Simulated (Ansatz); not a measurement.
CH2 (SMILES [CH2], charge +1) moved off its minimum; all values from Ansatz (a program for electronic structure), cores frozen in correlated methods. Open shells are unrestricted.
(charge 1, multiplicity 2)
```xyz
3

C      0.05205     0.02693     0.07132
H     -1.07829    -0.07274    -0.29280
H      0.94888    -0.00702    -0.34323
```

**Question.** Give the forces (eV/Å), the total energy and the dipole at CCSD(T)/aug-cc-pVTZ.

**Answer.** 
```tsv
atom	Fx	Fy	Fz
C1	-6.919	-0.071	1.125
H2	2.342	0.223	0.859
H3	4.577	-0.152	-1.984
```
Energy -38.6861 hartree.
